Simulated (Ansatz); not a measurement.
W: one input, then a changed one

The structure comes from a relaxation in the same program, started in the bcc type. Whether it is a known phase or the ground state wasn't checked. The listed cell was then made from it by scaling, straining or moving an atom.

First run: DFT, PBE, all-electron PAW with datasets made for the crystal, scalar-relativistic (Ansatz 0.2.0).

Command: `ansatz run input.yaml --threads 1 --pin off --max-ram 2048MiB --backend cpu --events-out ev --progress --plain --runs-dir out` The run took 15 s on 1 thread of Intel(R) Xeon(R) Platinum 8488C (Sapphire Rapids), on a shared host.

```yaml
crystal:
  lattice:
    - [-1.5803292184, 1.5803292184, 1.5922712528]
    - [1.5803292184, -1.5803292184, 1.5922712528]
    - [1.6042132872, 1.6042132872, -1.5922712528]
  atoms:
    - { symbol: W, position: [0.0, 0.0, 0.0] }
kpoints:
  mp_grid: { grid: [14, 14, 14] }
scf:
  occupations: { method: fermi_dirac, width: 0.08 }
hamiltonian:
  xc: pbe
  pseudopotentials: { kind: all_electron, datasets: crystal }
output:
  forces: true
  stress: true
  eigenvalues: true
  efg: { contact_densities: true }
```

Result: converged; pressure 0.13 GPa; no gap on the k mesh; 7 SCF iterations.

No spin–orbit coupling, which matters for the heavy atoms here.

The input is then changed:

```diff
@@ -7,5 +7,5 @@
     - { symbol: W, position: [0.0, 0.0, 0.0] }
 kpoints:
-  mp_grid: { grid: [14, 14, 14] }
+  mp_grid: { grid: [7, 7, 7] }
 scf:
   occupations: { method: fermi_dirac, width: 0.08 }
```

Problem. Predict the outcome of the changed run.

Solution. It converged; energy at zero smearing +59.9 meV/atom from the first run; pressure 0.82 GPa; no gap on the k mesh; 7 SCF iterations. Some of these settings are too coarse for converged properties.

The results part of its log:

```
SCF 1 converged in 7 iterations: F = -439202.162606 eV  dr2 = 3.11e-9
  Residual-converged pass: ⟨swp⟩=3.3  Hψ=846  notcnv=0  max |occ|·‖R‖ = 3.7e-6 eV (tolerance 3.7e-6 eV)  dr2=3.76e-9  dr2_onsite=9.38e-10  max |Δocc| = 1.0e-10
  greatest PAW one-centre occupation: 0.404 electrons in one spin orbital (limit 2), on the W atom at site 0 (counted from 0), in its partial waves of l = 2
SCF converged after 7 iterations
Free energy (F): -439202.162606 eV
Harris-Foulkes:  -439202.162606 eV  (|F-HF|=1.75e-9)
Internal energy: -439202.141073 eV  (E = F + TS)
E sigma→0 (E₀):  -439202.151840 eV
Entropy (-TS):   -0.021533 eV (-21.533 meV/atom)
Past the cutoff: the bands carry plane waves up to 1.75 times it, of which those up to 1.5 times it add -0.000197 eV an atom, each by itself; the spheres take 0.000153 eV an atom off the energy for waves past 1.75 times it
By the cutoff:   a pressure is off by up to 0.006 GPa (1.2 times the spheres' own share and the shells' term, over an atom's volume, and 0.004 GPa: a bound that held against runs at twice the plane waves)
Past the cutoffs: a stress includes 0.0064 GPa for waves and charges beyond them, in addition to the slope of what the spheres take
In the spheres:  the bands' charges fall short by 2.0e-7 e at most (sound up to 1e-3), those of shells solved beside the bands by 6.1e-8 e (sound up to 5e-4)
Fermi energy:    28.618301 eV
--- Per-component energies (eV) ---
  The terms above E_closure are by the made datasets' own strengths, without shells solved beside the bands.
--- Forces (eV/Å), atoms counted from 1 ---
  atom   1  W      0.00000000     0.00000000     0.00000000
  max |Σ_I F_I| component: 9.86e-32 eV/Å
--- Stress (GPa, compression-positive) ---
        0.779241      -1.974697      -0.000000
       -1.974697       0.779241       0.000000
       -0.000000       0.000000       0.897963
  P = ⅓ Tr σ = 0.8188 GPa (8.188 kbar)
  It holds what live shells' own plane waves past their cutoff add
--- PAW observables at the nuclei: V_zz in 10²¹ V/m², potentials from the cell's mean, atoms counted from 1 ---
  atom   1  W  V_zz =    +0.633626   η = 0.5256   by run symmetry: allowed
            electrostatic potential = -14820.845266 V   contact ρ = 8817757.264468 e/Å³
--- Band table (eV; the first three rows and the last of 64) ---
  k-point 0: bands = ["19.0399", "27.2254", "27.3542", "27.4966", "30.7806", "30.7883"]
  k-point 1: bands = ["19.9441", "26.7248", "27.1038", "28.3937", "30.2770", "30.8395"]
  k-point 2: bands = ["21.8129", "25.7721", "26.7168", "30.4232", "30.8597", "31.1501"]
  k-point 63: bands = ["23.1327", "23.2475", "31.9903", "32.0003", "33.1439", "35.2375"]
```
